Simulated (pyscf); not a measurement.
**Four-centre exchange: H₃C–Al(F)–F (SMILES [CH3][Al]([F])[F]) + HF (SMILES F) → H₃C–Al(F)–F (SMILES [CH3][Al]([F])[F]) + HF (SMILES F)**

Gas phase, singlet surface, charge 0. Bonds broken: Al2–F8, F3–H9. Bonds formed: Al2–F3, F8–H9. Single points on ωB97X-D3(BJ)/def2-SVP structures (PySCF, gas phase).

Transition state (Å):

```xyz
9

C     -1.5470    -1.1350     0.4039
Al    -0.1578     0.1878     0.2540
F     -0.4145     1.7484     1.2176
F      0.6253     0.5720    -1.1648
H     -1.1810    -2.1260     0.0882
H     -1.9239    -1.2279     1.4350
H     -2.4012    -0.8817    -0.2456
F      1.0817     0.2264     1.6292
H      0.4827     1.2212     1.7462
```

One imaginary mode, 489i cm⁻¹; descent along it reached the two sides named, in the forms told below.

| bond | change | reactant side (Å) | saddle | product side |
|---|---|---|---|---|
| Al2–F8 | breaks | 1.725 | 1.852 | 2.021 |
| F3–H9 | breaks | 0.966 | 1.167 | 1.649 |
| Al2–F3 | forms | 2.022 | 1.852 | 1.726 |
| F8–H9 | forms | 1.654 | 1.167 | 0.967 |

Electronic energies relative to the separated reactants (kcal/mol):

```tsv
level	barrier	reaction energy	reverse barrier
ωB97X-D3(BJ)/def2-TZVP	-11.0	0.0	-11.0
PBE/def2-TZVP	-12.6	0.0	-12.6
r²SCAN/def2-TZVP	-14.0	0.0	-14.0
B3LYP-D3(BJ)/def2-TZVP	-10.4	0.0	-10.4
PBE0-D3(BJ)/def2-TZVP	-11.9	0.0	-11.9
M06-2X/def2-TZVP	-12.4	0.0	-12.4
ωB97M-D3(BJ)/def2-TZVP	-10.5	0.0	-10.5
HF/def2-TZVP	0.1	0.0	0.1
```

With ωB97M-D3(BJ)/def2-TZVP energies and thermal terms (ideal gas, 1 atm, RRHO with modes under 100 cm⁻¹ raised to 100, one conformer, R ln 2 for chiral ones without a mode under 150 cm⁻¹), in kcal/mol:

```tsv
T (K)	ΔH‡	ΔG‡	ΔH	ΔG
298	-11.4	-0.9	0.0	0.0
600	-11.9	10.1	0.0	0.0
900	-11.7	21.1	0.0	0.0
1200	-11.4	31.9	0.0	0.0
```

On the reactant side the descent ends in an adduct with a Al–F contact, 14.4 kcal/mol under the separated species and 3.4 kcal/mol under the saddle at ωB97X-D3(BJ)/def2-TZVP. On the product side the descent ends in an adduct with a Al–F contact, 14.4 kcal/mol under the separated species and 3.4 kcal/mol under the saddle at ωB97X-D3(BJ)/def2-TZVP. At ωB97X-D3(BJ)/def2-TZVP, PBE, r²SCAN, B3LYP-D3(BJ), PBE0-D3(BJ), M06-2X, ωB97M-D3(BJ) the saddle lies under the separated reactants, which points to a path from their complex (located at ωB97X-D3(BJ) alone). At ωB97X-D3(BJ)/def2-TZVP, PBE, r²SCAN, B3LYP-D3(BJ), PBE0-D3(BJ), M06-2X, ωB97M-D3(BJ) the saddle lies under the separated products, which points to a path from their complex (located at ωB97X-D3(BJ) alone). What is counted as formed (Al–F) is already present as a longer contact in the reactant adduct; forming that adduct is a step of its own. What is counted as broken (Al–F) persists as a longer contact in the product adduct; parting that adduct is a step of its own. One saddle was located; it need not be the lowest between these sides.
